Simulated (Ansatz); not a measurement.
**Worked example: NH3 + C2H2S → H2S + C2H3N**

Species: NH3 (ammonia) `N`, singlet; C2H2S (ethynethiol) `C#CS`, singlet; H2S (hydrogen sulfide) `S`, singlet; C2H3N `C#CN`, singlet. The partners trade NH2 for SH: H–NH2 and C–SH bonds give way to H–SH and C–NH2.

Shapes, held fixed at every level: PBE0-D4/def2-TZVP. Programs: Ansatz 0.2.0. The zero-point and thermal change to 298 K, harmonic and unscaled (PBE0-D4/def2-TZVP), is -5.8 kJ/mol.

At CCSD(T)/CBS estimate; 1 Eh = 2625.50 kJ/mol:

| species | energy (Eh) |
| --- | --- |
| NH3 | -56.508800 |
| C2H2S | -475.000195 |
| H2S | -398.972787 |
| C2H3N | -132.528926 |

Work out ΔH(298 K) of the reaction at this level.


1. Products less reactants: (-398.972787) + (-132.528926) − [(-56.508800) + (-475.000195)] = 0.007282 Eh = +19.1 kJ/mol.
2. With the thermal change: +19.1 + (-5.8) = +13.3 kJ/mol.

Other levels give -7.7 (CCSD/def2-SVP) to +16.3 kJ/mol (MP2/def2-TZVPP). No measured value is set beside it here. The CBS estimate extrapolates MP2 from def2-TZVPP and def2-QZVPP and adds CCSD(T) − MP2 in the triple-zeta set, cores frozen. The median of the other levels is +3.4 kJ/mol.
